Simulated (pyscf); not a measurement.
`[SiH3][Si]([SiH3])([Cl])[SiH2][Cl]` + `[H][H]` -> `[SiH3][Si]([SiH3])([SiH3])[Cl]` + `[ClH]` (multi-bond step; singlet surface; Cl–Si, Cl–Si, H–H broken, Cl–Si, H–Si, Cl–H formed). PySCF, gas phase, ωB97X-D3(BJ)/def2-SVP geometries. Energies in eV from the separated reactants.

```tsv
level	barrier	reaction energy
ωB97X-D3(BJ)/def2-TZVP	1.92	+0.85
PBE/def2-TZVP	1.57	+0.69
r²SCAN/def2-TZVP	___	___
B3LYP-D3(BJ)/def2-TZVP	1.84	+0.79
PBE0-D3(BJ)/def2-TZVP	1.70	+0.75
ωB97M-D3(BJ)/def2-TZVP	___	+0.75
```

Q: What belongs in the gaps?

A: 
- r²SCAN/def2-TZVP, barrier: 1.75
- r²SCAN/def2-TZVP, reaction energy: +0.78
- ωB97M-D3(BJ)/def2-TZVP, barrier: 1.89

The functionals in the table span 0.35 eV in this barrier, from PBE to ωB97X-D3(BJ). This is the saddle that the search found; another between the same sides may lie lower.
